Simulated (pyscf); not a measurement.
Optimised with ωB97X-D3(BJ)/def2-SVP in PySCF.

•H₂C–CH(CH₃)–C≡N -> H₂C=CH–C≡N + methyl (CH₃•)
Surface: doublet. Broken: C–C. Formed: none. Give ΔE‡ and ΔE from r²SCAN/def2-TZVP, relative to the reactant's lowest minimum found.

ΔE‡ = 120.4 kJ/mol, ΔE = +105.9 kJ/mol. ωB97M-D3(BJ)/def2-TZVP gives 132.7 kJ/mol and +107.7 kJ/mol. Zero-point energy shifts the barrier by -10.6 kJ/mol. It is a bond scission, with an imaginary mode of 489i cm⁻¹. From the product side, H₃C–CH₂–CH•–C≡N lies, by one bond made or cut, 180.8 kJ/mol under this saddle at ωB97M-D3(BJ)/def2-TZVP. •H₂C–CH(CH₃)–C≡N lies 48.0 kJ/mol over its isomer H₃C–CH₂–CH•–C≡N (electronic energy, ωB97M-D3(BJ)/def2-TZVP). One saddle was located; it need not be the lowest between these sides.
